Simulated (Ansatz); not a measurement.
The same path of ClH + FH3Si (7 atoms, charge 0, multiplicity 1) was run twice with different band settings. Lost on the way: Si1–F2, Cl6–H7. Made: Si1–Cl6, F2–H7.

These are results of RKS B3LYP/def2-SVP (Ansatz), not measurements.

Relaxed end points:

```xyz
7
Properties=species:S:1:pos:R:3
Si 0.315 0.000 -0.136
F 0.037 0.000 1.486
H 1.789 0.000 -0.326
H -0.292 1.227 -0.708
H -0.292 -1.227 -0.708
Cl -3.135 0.000 1.558
H -1.894 0.000 1.930
```

```xyz
7
Properties=species:S:1:pos:R:3
Si -0.295 0.264 -0.395
F -0.301 -1.040 2.431
H 0.906 0.733 0.335
H -0.413 0.956 -1.704
H -0.306 -1.206 -0.582
Cl -2.005 0.807 0.715
H -1.058 -0.513 2.297
```

Common settings: movable images 7; climbing image yes; optimiser quadratic models (default); start path through a guess of the saddle point; force threshold 0.05 eV/Å; iteration limit 60; end points relaxed.

| run | spring |
| --- | --- |
| 1 | 5.0 eV/Å² |
| 2 | 20.0 eV/Å² |

(1) What does each run give, and how far can it be trusted?

Results:

(1) Run 1: converged after 12 iterations, highest image 1.509 eV above the first end. A vibrational analysis at the climbing image gives one clearly imaginary mode, 458i cm⁻¹: a first-order saddle point.
Run 2: converged after 8 iterations, highest image 1.509 eV above the first end. Another band between the same ends (7 images) ends at a top of the same energy, where a vibrational analysis finds 1 clearly imaginary mode.
The orbitals stay closed-shell, which can raise the energy where a bond breaks towards radicals; this wasn't checked here.
